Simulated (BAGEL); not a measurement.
# B3LYP/6-31G(d) (density fitting with qzvpp-jkfit, spherical functions) run of CH5BO (BH2(OMe))

What is the energy change on altering one bond length of CH5BO (BH2(OMe)) at B3LYP/6-31G* (density fitting with qzvpp-jkfit, spherical functions)? 

The calculation is run with BAGEL 1.2.2.

2 further runs of the same task are left out: 1 that didn't finish, 1 set aside as unsound or not needed. Runs told in other sessions of the task aren't counted.

## 1. Starting point

The species is CH5BO (8 atoms), meant as a singlet with charge 0. SMILES: `[H]B([H])OC`. Geometry: relaxed at GFN2-xTB.

Bond lengths: B1–O4 1.321 Å, O4–C5 1.404 Å, B1–H2 1.183 Å, B1–H3 1.172 Å, C5–H6 1.092 Å, C5–H7 1.093 Å, C5–H8 1.094 Å. Angles: B1–O4–C5 124.9°, H2–B1–O4 122.5°, H3–B1–O4 115.3°, O4–C5–H6 108.6°, O4–C5–H7 108.8°, O4–C5–H8 111.9°, H2–B1–H3 122.2°, H6–C5–H7 108.8°, H6–C5–H8 109.5°, H7–C5–H8 109.3°.

## 2. A single-point energy at B3LYP/6-31G(d) (density fitting with qzvpp-jkfit, spherical functions)

input.json

```json
{ "bagel": [

{
  "title": "molecule",
  "basis": "6-31gs.json",
  "df_basis": "qzvpp-jkfit",
  "angstrom": true,
  "geometry": [
    { "atom": "B", "xyz": [    0.435610,    1.006270,    0.790700 ] },
    { "atom": "H", "xyz": [    1.569280,    0.771350,    0.549830 ] },
    { "atom": "H", "xyz": [    0.117450,    1.877720,    1.507100 ] },
    { "atom": "O", "xyz": [   -0.559180,    0.310420,    0.270760 ] },
    { "atom": "C", "xyz": [   -0.408730,   -0.775400,   -0.606980 ] },
    { "atom": "H", "xyz": [   -1.004290,   -0.584470,   -1.502650 ] },
    { "atom": "H", "xyz": [   -0.786680,   -1.677140,   -0.118600 ] },
    { "atom": "H", "xyz": [    0.636530,   -0.928750,   -0.890170 ] }
  ]
},
{
  "title": "ks",
  "xc_func": "b3lyp"
},
{
  "title": "print",
  "file": "orbitals.molden",
  "orbitals": true
}

]}
```

The basis set 6-31G* is read from a file made from the Basis Set Exchange's data (not shown).

Started as:

```
$ BAGEL_NUM_THREADS=1 BAGEL input.json > input.out
```

Output:

```text
* using 1 threads per process

  ===============================================================
  ===============================================================

  *** Geometry ***

  { "atom" : "B", "xyz" : [      0.823184,      1.901575,      1.494206 ] },
  { "atom" : "H", "xyz" : [      2.965509,      1.457640,      1.039028 ] },
  { "atom" : "H", "xyz" : [      0.221948,      3.548377,      2.848006 ] },
  { "atom" : "O", "xyz" : [     -1.056697,      0.586609,      0.511662 ] },
  { "atom" : "C", "xyz" : [     -0.772388,     -1.465294,     -1.147026 ] },
  { "atom" : "H", "xyz" : [     -1.897833,     -1.104488,     -2.839597 ] },
  { "atom" : "H", "xyz" : [     -1.486610,     -3.169335,     -0.224122 ] },
  { "atom" : "H", "xyz" : [      1.202867,     -1.755083,     -1.682178 ] },

  Number of auxiliary basis functions:      317

  Since a DF basis is specified, we compute 2- and 3-index integrals:
    o Being stored without compression. Storage requirement is 0.007 GB

  Number of basis functions:       52
  Number of electrons      :       24

    * METHOD: MOLECULE                             0.08

  *** Kohn-Sham DFT ***

    * Removing 13603 points whose weight is below 1.00e-10
    * Grid points: 105645

  === Nuclear Repulsion ===
    70.9004861548

       - DIIS with orbital gradients will be used.

  === KS iteration (b3lyp / 6-31gs.json) ===
      0       -119.61398134          0.17277157           0.16
      1       -109.77501090          0.19017680           0.16
      2       -120.63627092          0.19271636           0.16
      3       -138.26481506          0.10531563           0.16
      4       -140.89275092          0.03993910           0.16
      5       -140.90762540          0.04007243           0.16
      6       -140.95753611          0.03614647           0.16
      7       -141.13743832          0.01983711           0.16
      8       -141.20137920          0.00716816           0.16
      9       -141.20946544          0.00025911           0.16
     10       -141.20947845          0.00008430           0.16
     11       -141.20947961          0.00002486           0.16
     12       -141.20947972          0.00000402           0.16
     13       -141.20947972          0.00000083           0.16
     14       -141.20947972          0.00000012           0.16
     15       -141.20947972          0.00000006           0.16
     16       -141.20947972          0.00000001           0.16
     17       -141.20947972          0.00000000           0.16
    * SCF iteration converged.

    * Permanent dipole moment:
           (   -0.021521,     0.562425,     0.448733) a.u.

    * METHOD: KS                                   3.24

    * METHOD: PRINT                                0.01

  ===============================================================
```

Run time: 3.6 s. Hardware: 1 thread of Arm Neoverse V1, shared host; peak memory 0.26 GiB.

## 3. The distorted shape at the same level

job.json

```json
{ "bagel": [

{
  "title": "molecule",
  "basis": "6-31gs.json",
  "df_basis": "qzvpp-jkfit",
  "angstrom": true,
  "geometry": [
    { "atom": "B", "xyz": [    0.413048,    1.169105,    0.922330 ] },
    { "atom": "H", "xyz": [    1.546718,    0.934185,    0.681460 ] },
    { "atom": "H", "xyz": [    0.094888,    2.040555,    1.638730 ] },
    { "atom": "O", "xyz": [   -0.581742,    0.473255,    0.402390 ] },
    { "atom": "C", "xyz": [   -0.408730,   -0.775400,   -0.606980 ] },
    { "atom": "H", "xyz": [   -1.004290,   -0.584470,   -1.502650 ] },
    { "atom": "H", "xyz": [   -0.786680,   -1.677140,   -0.118600 ] },
    { "atom": "H", "xyz": [    0.636530,   -0.928750,   -0.890170 ] }
  ]
},
{
  "title": "ks",
  "xc_func": "b3lyp"
},
{
  "title": "print",
  "file": "orbitals.molden",
  "orbitals": true
}

]}
```

The basis set 6-31G* is read from a file made from the Basis Set Exchange's data (not shown).

Started as:

```
$ BAGEL_NUM_THREADS=1 BAGEL job.json > job.out
```

Output:

```text
* using 1 threads per process

  ===============================================================
  ===============================================================

  *** Geometry ***

  { "atom" : "B", "xyz" : [      0.780548,      2.209288,      1.742951 ] },
  { "atom" : "H", "xyz" : [      2.922873,      1.765354,      1.287773 ] },
  { "atom" : "H", "xyz" : [      0.179312,      3.856090,      3.096751 ] },
  { "atom" : "O", "xyz" : [     -1.099333,      0.894322,      0.760407 ] },
  { "atom" : "C", "xyz" : [     -0.772388,     -1.465294,     -1.147026 ] },
  { "atom" : "H", "xyz" : [     -1.897833,     -1.104488,     -2.839597 ] },
  { "atom" : "H", "xyz" : [     -1.486610,     -3.169335,     -0.224122 ] },
  { "atom" : "H", "xyz" : [      1.202867,     -1.755083,     -1.682178 ] },

  Number of auxiliary basis functions:      317

  Since a DF basis is specified, we compute 2- and 3-index integrals:
    o Being stored without compression. Storage requirement is 0.007 GB

  Number of basis functions:       52
  Number of electrons      :       24

    * METHOD: MOLECULE                             0.08

  *** Kohn-Sham DFT ***

    * Removing 13168 points whose weight is below 1.00e-10
    * Grid points: 106080

  === Nuclear Repulsion ===
    67.2329814395

       - DIIS with orbital gradients will be used.

  === KS iteration (b3lyp / 6-31gs.json) ===
      0       -120.99111248          0.16145978           0.16
      1       -111.06717650          0.19042037           0.16
      2       -121.67237813          0.18468918           0.16
      3       -138.70257787          0.09155725           0.16
      4       -141.07047493          0.02395828           0.16
      5       -141.09451945          0.02292433           0.16
      6       -141.12218228          0.01909798           0.16
      7       -141.15921196          0.01391962           0.16
      8       -141.17737020          0.01030611           0.16
      9       -141.19322169          0.00137065           0.16
     10       -141.19357883          0.00019290           0.16
     11       -141.19358528          0.00002897           0.16
     12       -141.19358544          0.00000590           0.16
     13       -141.19358544          0.00000123           0.16
     14       -141.19358544          0.00000029           0.16
     15       -141.19358544          0.00000008           0.16
     16       -141.19358544          0.00000001           0.16
     17       -141.19358544          0.00000000           0.16
    * SCF iteration converged.

    * Permanent dipole moment:
           (   -0.031178,     0.765096,     0.612314) a.u.

    * METHOD: KS                                   3.31

    * METHOD: PRINT                                0.01

  ===============================================================
```

It took 3.6 s on 1 thread of Arm Neoverse V1, shared host; peak memory 0.26 GiB.

## 4. Results

Level: B3LYP/6-31G* (density fitting with qzvpp-jkfit, spherical functions).

| quantity | value |
| --- | --- |
| first shape: total energy | -141.20948 Eh |
| first shape: dipole moment | 1.83 D |
| first shape: HOMO energy | -8.06 eV |
| first shape: LUMO energy | 0.15 eV |
| first shape: HOMO–LUMO gap | 8.21 eV |
| distorted shape: total energy | -141.19359 Eh |
| distorted shape: dipole moment | 2.49 D |
| distorted shape: HOMO energy | -7.76 eV |
| distorted shape: LUMO energy | 0.42 eV |
| distorted shape: HOMO–LUMO gap | 8.18 eV |
| energy change with the O4–C5 bond stretched from 1.404 to 1.615 Å | 0.433 eV |

With the O4–C5 bond stretched from 1.404 to 1.615 Å the energy rises by 0.43 eV (41.7 kJ/mol). The first shape isn't relaxed at this level, so the change isn't measured from a minimum.
